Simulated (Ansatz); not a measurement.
Li3H⁻, relaxed as a doublet with UKS PBE0-D4/def2-TZVPD in Ansatz, starting from the GFN1-xTB geometry. Force threshold 0.02 eV/Å.

The highest occupied level of the charge -1 doublet lies above zero (up to 0.56 eV). By energy differences its removal costs 0.46 eV (vertical, to the charge 0 singlet, at PBE0-D4/def2-TZVPD); a positive level beside a positive removal energy at the same level points to self-interaction error. The structure comes from a short search, and lower isomers may exist.

Start:

| atom | x (Å) | y (Å) | z (Å) |
| --- | --- | --- | --- |
| Li1 | -0.253 | 0.927 | -1.669 |
| Li2 | -1.015 | 0.239 | 0.504 |
| Li3 | 1.068 | -0.419 | -0.174 |
| H4 | 0.200 | -0.746 | 1.340 |

Task: Estimate the energy that the relaxation releases and the steps that it takes.

Result: 54.3 kJ/mol, in 6 steps; 4.5 s on 4 threads of Arm Neoverse V1 on a shared host. No frequencies were taken in this run, so the end may be a saddle point.

Task: Does the start keep its bonding and symmetry?

Result: By distances, no bond broke or formed, bridged metal pairs apart. The bond that changes most is Li1–Li2, from 2.40 to 3.09 Å (atoms count from 1). Metal–metal contacts that move far: Li1–Li2 2.40 to 3.09 Å, Li1–Li3 2.41 to 3.09 Å. Point group C2v at the start, C2v at the end, both within 0.05 Å.

Task: Predict the relaxed structure.

Result: 
```xyz
4

Li   -0.309    1.140   -2.053
Li   -1.163    0.186    0.755
Li    1.271   -0.583   -0.040
H     0.202   -0.743    1.338
```
Bond lengths (bridged metal pairs left out): 2 × H–Li 1.75 Å.
